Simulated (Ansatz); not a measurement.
## CCSD(T) against full CI for several species

Each species is computed at the geometry given (Å), with frozen cores, in Ansatz 0.2.0: RHF-CCSD(T) for singlets, UHF-CCSD(T) otherwise, and full CI in the same basis. The program picks the determinant by trial CCSD, so it needn't be the lowest Hartree–Fock solution. States: HBeGa singlet A', H3S⁺ triplet B1, PF triplet Σ⁻ or Δ. Cases whose determinant has another symmetry than full CI's state, or whose (Q) step broke down, weren't drawn. No relativity is included.

Problem. Judging by size, spin and bonding and the diagnostics given, rank them by the size of CCSD(T)'s error in total energy against full CI in the same basis, smallest first (an estimate).
A. PF, triplet, 6-31G: F 0.000 0.000 0.000; P 0.000 0.000 2.556. T1 0.071, (T) -86 meV in a correlation energy of -3.42 eV
B. H3S⁺, triplet, 6-31G: S 0.000 -0.058 0.000; H 0.000 1.958 0.000; H 0.000 -0.055 2.257; H 0.000 -0.055 -2.257. T1 0.114, (T) -55 meV in a correlation energy of -2.45 eV
C. HBeGa, singlet, 6-31G: Ga 0.382 0.000 2.030; Be -0.402 0.000 -0.369; H 0.020 0.000 -1.661. T1 0.022, (T) -31 meV in a correlation energy of -2.07 eV

Solution. C (17.4 meV), B (30.4 meV), A (59.1 meV).

```tsv
species	basis	correlated electrons	CCSD(T) − full CI (meV)	CCSDT(Q) − full CI (meV)	unpaired electrons (full CI)	T1	⟨S²⟩ of the determinant
HBeGa, singlet	6-31G	6	17.4	1.5	0.11	0.022	0.00
H3S⁺, triplet	6-31G	8	-30.4	-25.2	2.56	0.114	2.91
PF, triplet	6-31G	12	59.1	-4.5	2.54	0.071	2.89
```

Unpaired electrons are Σ n²(2−n)² over natural occupations; an open shell counts its own unpaired electrons too. Frozen cores follow each run's orbitals, which moves totals by a few meV.
